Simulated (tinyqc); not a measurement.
Inside a calculation. Method: extended Hueckel theory, for SiH3. One step of it, computed by the program tinyqc.

Question. Mulliken analysis. P = C n C^T; charge = valence electrons (H 1, Si 4) minus the sum of (P S)_ii on the atom; overlap population = 2 sum P_ij S_ij between two atoms.

coefficients, order 1Si 3s, 1Si 3px, 1Si 3py, 1Si 3pz, 2H 1s, 3H 1s, 4H 1s:
$$\begin{pmatrix}
0.632723 & 0.000000 & 0.000036 & 0.094753 & 0.002768 & 0.000000 & 1.214571 \\
0.000005 & 0.000000 & 0.389401 & -0.000003 & 1.244395 & 0.000000 & -0.003259 \\
0.000000 & 0.389426 & 0.000000 & 0.000000 & 0.000000 & 1.244785 & 0.000000 \\
0.001757 & 0.000000 & 0.000007 & 0.992681 & -0.000369 & 0.000000 & -0.162122 \\
0.253292 & 0.000000 & 0.586176 & -0.034983 & -0.914541 & 0.000000 & -0.720852 \\
0.253431 & 0.507490 & -0.292931 & -0.034977 & 0.454661 & -0.790891 & -0.724709 \\
0.253431 & -0.507490 & -0.292931 & -0.034977 & 0.454661 & 0.790891 & -0.724709
\end{pmatrix}$$

occupations: [2.000000, 2.000000, 2.000000, 1.000000, 0.000000, 0.000000, 0.000000]

overlap S, order 1Si 3s, 1Si 3px, 1Si 3py, 1Si 3pz, 2H 1s, 3H 1s, 4H 1s:
$$\begin{pmatrix}
1.000000 & 0.000000 & 0.000000 & 0.000000 & 0.408406 & 0.408637 & 0.408637 \\
0.000000 & 1.000000 & 0.000000 & 0.000000 & 0.514222 & -0.257158 & -0.257158 \\
0.000000 & 0.000000 & 1.000000 & 0.000000 & 0.000000 & 0.445532 & -0.445532 \\
0.000000 & 0.000000 & 0.000000 & 1.000000 & -0.046967 & -0.047007 & -0.047007 \\
0.408406 & 0.514222 & 0.000000 & -0.046967 & 1.000000 & 0.036763 & 0.036763 \\
0.408637 & -0.257158 & 0.445532 & -0.047007 & 0.036763 & 1.000000 & 0.036786 \\
0.408637 & -0.257158 & -0.445532 & -0.047007 & 0.036763 & 0.036786 & 1.000000
\end{pmatrix}$$

Give: charges; Overlap populations.

Answer.

charges: 1Si 0.500, 2H -0.167, 3H -0.167, 4H -0.167

Overlap populations:
```
pair      value
2-1    0.731819
3-1    0.732092
3-2   -0.015721
4-1    0.732092
4-2   -0.015721
4-3   -0.015729
```
